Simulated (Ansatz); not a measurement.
TiC (rock salt): values from a third-order Birch-Murnaghan fit to a volume scan beside measured ones. Computed values: PBEsol (plane waves to 420 eV, PAW, scalar-relativistic; Ansatz, a quantum-chemistry and plane-wave program). The PAW data are Ansatz's earlier set. TiC is run without spin polarisation. TiC was relaxed with its symmetry unable to fall.

```
quantity                reference                                    kind
----------------------  ---------  --------------------------------------
Lattice constant a (Å)       4.33  measured, room temperature or unstated
```

References as given in: Guo-Xu Zhang, Anthony M Reilly, Alexandre Tkatchenko et al., New Journal of Physics (2018), doi:10.1088/1367-2630/aac7f0. Values not taken to low temperature hold thermal and zero-point shifts that a static calculation lacks, so small differences there are no errors of the method.

Q: What does PBEsol give, and how far is that from the reference?

A: 
```json
[
 {"quantity": "Lattice constant a (Å)", "PBEsol": "4.293", "difference": "-0.9 %"}
]
```



(A scan under strain: stresses follow from slopes of the energy per volume, elastic moduli from its curvatures.)
